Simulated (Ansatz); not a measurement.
# BPNH (triplet): the correlation ladder, def2-QZVPP

One table from this session's results is given with a row withheld; the runs are named, their logs left out.

Computed with Ansatz 0.2.0, Gaussian basis. Level: def2-QZVPP, core rule «outside noble gas», up to 7 orbitals frozen.

To be run: UHF; ROHF; CCSD(T) on UHF.

2 further runs of the same task are left out: 2 set aside as unsound or not needed.

**What is computed**

The geometry is a PBE0/def2-TZVP stationary point (not a proven minimum) of the parent state, kept for this charge and spin.

4 atoms, charge 0, spin multiplicity 3.

Atoms are counted from 1 here; the program's logs count them from 0.

Bond lengths: N1–B2 1.292 Å, B2–P3 1.785 Å, P3–H4 1.426 Å. Angles: N1–B2–P3 175.7°, B2–P3–H4 94.3°.

Set-up of the first run:

in.yaml

```yaml
crystal:
  periodic: [false, false, false]
  atoms:
    - {symbol: N, position_ang: [0.000000, 0.028828, 1.979821]}
    - {symbol: B, position_ang: [0.000000, 0.042707, 0.687998]}
    - {symbol: P, position_ang: [0.000000, -0.071577, -1.093449]}
    - {symbol: H, position_ang: [0.000000, 1.340864, -1.290216]}
basis:
  gaussian: {orbitals: "def2-QZVPP.json"}
magnetization: {spin_polarized: true, initial_magnetization: 2}
hamiltonian: {xc: hf}
output: {orbitals: {seedname: orbitals}}
```

On the command line:

```bash
ansatz run in.yaml --threads 1 --pin off --events-out ev --progress --plain --max-ram 2393MiB
```

Among the steps run: UHF; ROHF; CCSD(T) on UHF.

One of the session's tables, all rows but one given; the rest of the session is left out.

```
  method  from UCCSD(T) (meV)
    ROHF                    ?
     UHF             +12099.7
    UMP2              +1730.7
   UCCSD               +598.3
UCCSD(T)                    0
```

**Question.** Estimate the row for ROHF.

As computed: from UCCSD(T) (meV): +12544.6. In the column «from UCCSD(T) (meV)» it is the highest.
